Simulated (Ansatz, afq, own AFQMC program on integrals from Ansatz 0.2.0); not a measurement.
# CH3⁺, singlet in aug-cc-pVDZ, levels against CCSDT(Q)

```xyz
4

C     0.0000    0.0000    0.0000
H     1.0932    0.0139   -0.0002
H    -0.5586    0.9397   -0.0028
H    -0.5345   -0.9536    0.0030
```

Basis aug-cc-pVDZ. Only valence electrons are correlated. AFQMC by an in-house program on the Cholesky factors that Ansatz 0.2.0 writes for its CCSD(T) run. ph-AFQMC/CISD is guided by a CISD state made of CCSD amplitudes; releasing the constraint for a short imaginary time cuts its bias at the price of noise, slowly where states lie close. Error bars are statistical, one sigma.

Determinant: RHF, the one that the program's search chose, which needn't be the lowest solution. The geometry is a PBE0/def2-TZVP stationary point of this or a neighbouring charge and spin state.

No full CI on the walks' own integrals is used here; CCSDT(Q) serves as the reference and is uncertain by about the last step of the cluster series.

- T1 diagnostic: 0.0044
- weight of the determinant in the CISD state: 0.947
- size of the correlated space: 6 electrons in 49 orbitals

Reference: CCSDT(Q), correlation energy -3.668 eV. The released energy is read at 1.50 1/Eh (meV from the phaseless value at times in 1/Eh: -1 ± 6 at 0.24, 6 ± 5 at 0.50, 4 ± 4 at 1.00, 6 ± 4 at 1.50).

| level | E − E(reference) (mEh) | share of correlation (%) |
| --- | --- | --- |
| HF | 134.81 | 0.00 |
| MP2 | 26.10 | 80.64 |
| CCSD | 2.47 | 98.17 |
| CCSD(T) | 0.43 | 99.68 |
| CCSDT | 0.06 | 99.96 |
| ph-AFQMC/HF | -0.75 ± 0.96 | 100.55 |
| ph-AFQMC/CISD | -0.19 ± 0.27 | 100.14 |
| released AFQMC | 0.04 ± 0.15 | 99.97 |

A walk keeps the symmetry of its determinant, which the program's search chose and which needn't be the lowest solution, so a lower state of the same spin and another symmetry isn't excluded. Released energies are given only where the last usable release times agree within the noise; a slower fall can still hide under it.
